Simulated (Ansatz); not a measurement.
**The silicon atom (triplet): the correlation ladder, aug-cc-pVTZ**

How much of the correlation energy of the silicon atom (triplet) does each wave-function method recover here?

Computed with Ansatz 0.2.0, Gaussian basis. Level: aug-cc-pVTZ, core rule «outside noble gas», up to 5 orbitals frozen.

The runs, in order: UHF; CCSD(T) on ROHF; CCSD(T) on UHF; BCCD(T) on ROHF; CISD; CCSDT(Q) on ROHF; CCSDT(Q) on UHF; CASSCF and MRCISD+Q, 4 electrons in 4 orbitals; CASSCF and MRCISD+Q(relaxed), 4 electrons in 4 orbitals; CASSCF and NEVPT4(SD), 4 electrons in 4 orbitals; CASSCF and NEVPT2, 4 electrons in 4 orbitals.

## Step 1: The atom

A free atom, in its lowest state of this spin that the program finds.

1 atom, charge 0, spin multiplicity 3.

## Step 2: UHF

Input file in.yaml:

```yaml
crystal:
  periodic: [false, false, false]
  atoms:
    - {symbol: Si, position_ang: [0.000000, 0.000000, 0.000000]}
basis:
  gaussian: {orbitals: aug-cc-pVTZ}
magnetization: {spin_polarized: true, initial_magnetization: 2}
hamiltonian: {xc: hf}
output: {orbitals: {seedname: orbitals}}
```

Command:

```sh
$ ansatz run in.yaml --threads 1 --pin off --events-out ev --progress --plain --max-ram 2393MiB
```

The runs that follow: CCSD(T) on ROHF; CCSD(T) on UHF; BCCD(T) on ROHF; CISD; CCSDT(Q) on ROHF; CCSDT(Q) on UHF; CASSCF and MRCISD+Q, 4 electrons in 4 orbitals; CASSCF and MRCISD+Q(relaxed), 4 electrons in 4 orbitals; CASSCF and NEVPT4(SD), 4 electrons in 4 orbitals; CASSCF and NEVPT2, 4 electrons in 4 orbitals.

Q: Predict the results of all the runs planned. Wanted: UCCSDT(Q) below the RHF energy; RMP2 from UCCSDT(Q); UMP2 from UCCSDT(Q); RCCSD from UCCSDT(Q); RCCSD(T) from UCCSDT(Q); UCCSD(T) from UCCSDT(Q); RCCSDT(Q) from UCCSDT(Q); NEVPT2 valence from UCCSDT(Q); NEVPT4(SD) valence from UCCSDT(Q).

The runs gave:

```
                         quantity                                                                                                                    value
   UCCSDT(Q) below the RHF energy                                                                                                               -2.2401 eV
              RMP2 from UCCSDT(Q)                                                                                                             +56.0 kJ/mol
              UMP2 from UCCSDT(Q)                                                                                                             +56.2 kJ/mol
             RCCSD from UCCSDT(Q)                                                                                                              +9.5 kJ/mol
          RCCSD(T) from UCCSDT(Q)                                                                                                              +2.4 kJ/mol
          UCCSD(T) from UCCSDT(Q)                                                                                                              +2.2 kJ/mol
         RCCSDT(Q) from UCCSDT(Q)                                                                                                              +0.1 kJ/mol
    NEVPT2 valence from UCCSDT(Q)                                                                                                             +43.5 kJ/mol
NEVPT4(SD) valence from UCCSDT(Q)                                                                                                              +3.5 kJ/mol
  MRCISD+Q valence from UCCSDT(Q)                                                                                                              -2.0 kJ/mol
levels within 1 kcal/mol (43 meV)  RCCSD(T), UCCSD(T), BCCD(T), RCCSDT, UCCSDT, RCCSDT(Q), NEVPT4(SD) valence, MRCISD+Q valence, MRCISD+Q(relaxed) valence
                    T1 diagnostic                                                                                                                    0.024
   effectively unpaired electrons                                                                                                                     2.01
```

RCCSD(T) misses by +2.4 kJ/mol, 1.1 % of the correlation energy. One determinant dominates. Of the multireference levels listed MRCISD+Q valence comes nearest in total energy (-2.0 kJ/mol), which doesn't show that its space is the better one. These misses are within one basis, not against nature; the frozen cores of restricted and unrestricted runs differ, which can shift their rows.
